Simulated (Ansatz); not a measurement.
`CN=C(Cl)Cl` + H₂ → `C/N=C/Cl` + HCl at 500 K and 1 bar (hydrogenolysis of a C–Cl bond).

Gas-phase electronic energies from Ansatz, PBE0-D4/def2-TZVP geometries. CCSD(T)/CBS adds triple-zeta CCSD(T) − MP2 to the extrapolated MP2 energy (def2 sets, frozen cores). This one scheme is used for every species.

```tsv
species	CCSD(T)/CBS energy (Eh)	H − E (kJ/mol)	S (J/(mol·K))
`CN=C(Cl)Cl`	-1052.13753	170.0	378.4
H₂	-1.17544	41.0	145.5
`C/N=C/Cl`	-592.96072	188.1	335.8
HCl	-460.38127	32.5	201.9
```

H − E and S are ideal-gas, rigid-rotor, harmonic terms from PBE0-D4/def2-TZVP. The MP2-based limit puts H₂ 0.8 mEh under its directly extrapolated value; such offsets cancel only in part. 1 Eh = 2625.50 kJ/mol, R = 8.31446 J/(mol·K).

Problem. By hand: ΔE, ΔH, ΔS and ΔG.

Solution. ΔE = (-592.96072) + (-460.38127) − (-1052.13753) − (-1.17544) = -0.02902 Eh = -76.2 kJ/mol. Δ(H − E) = 188.1 + 32.5 − 170.0 − 41.0 = 9.6, so ΔH = -66.6 kJ/mol. ΔS = 335.8 + 201.9 − 378.4 − 145.5 = 13.8 J/(mol·K). ΔG = -66.6 − 500 × (13.8)/1000 = -73.5 kJ/mol.

Problem. By hand: the equilibrium constant, and the temperature at which ΔG would vanish if ΔH and ΔS stayed fixed.

Solution. log₁₀ K = −ΔG/(RT ln 10) = 7.7. ΔH and −TΔS have one sign here, so there is no such temperature.

The number of gas molecules stays the same, so ΔS is small and ΔH decides. A doubt of 5 kJ/mol in ΔE shifts log₁₀ K by 0.5 here. These are equilibria of isolated gas molecules and say nothing of rates. Largest T1 diagnostic: 0.012 (customary marks: 0.02 for closed shells, 0.045 for open ones).
